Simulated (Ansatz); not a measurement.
# AlO+ (quintet): wave-function methods side by side, def2-TZVPP

An exercise on one series of results from a longer session: the logs are not shown, and one member is left open.

The runs use Ansatz 0.2.0, Gaussian basis; def2-TZVPP, core rule «outside noble gas», up to 6 orbitals frozen.

Plan: UHF; ROHF; CCSD(T) on UHF.

2 further runs of the same task are left out: 2 set aside as unsound or not needed.

### The system

The geometry is a PBE0/def2-TZVP stationary point (not a proven minimum) of the parent state, kept for this charge and spin.

2 atoms, charge 1, spin multiplicity 5.

Atoms are counted from 1 here; the program's logs count them from 0.

Bond lengths: Al1–O2 1.733 Å.

Set-up of the first run:

The input, in.yaml:

```yaml
crystal:
  periodic: [false, false, false]
  atoms:
    - {symbol: Al, position_ang: [0.000000, 0.000000, 0.000000]}
    - {symbol: O, position_ang: [0.000000, 0.000000, 1.732900]}
basis:
  gaussian: {orbitals: def2-TZVPP}
total_charge: 1
magnetization: {spin_polarized: true, initial_magnetization: 4}
hamiltonian: {xc: hf}
output: {orbitals: {seedname: orbitals}}
```

Command:

```sh
ansatz run in.yaml --threads 1 --pin off --events-out ev --progress --plain --max-ram 4096MiB --backend cpu
```

Steps of the session up to this table: UHF; ROHF; CCSD(T) on UHF.

One table of the session follows, with a row left open; its other results are not shown here.

It belongs to the step «Misses and costs». 

| method | from UCCSD(T) (meV) |
| --- | --- |
| ROHF | +4872.2 |
| UHF | ? |
| UMP2 | +640.7 |
| UCCSD | +94.7 |
| UCCSD(T) | 0 |

Q: Estimate the row for UHF from the others.

**Answer.** from UCCSD(T) (meV): +4676.4. In the column «from UCCSD(T) (meV)» it lies between UMP2 (+640.7) and ROHF (+4872.2).
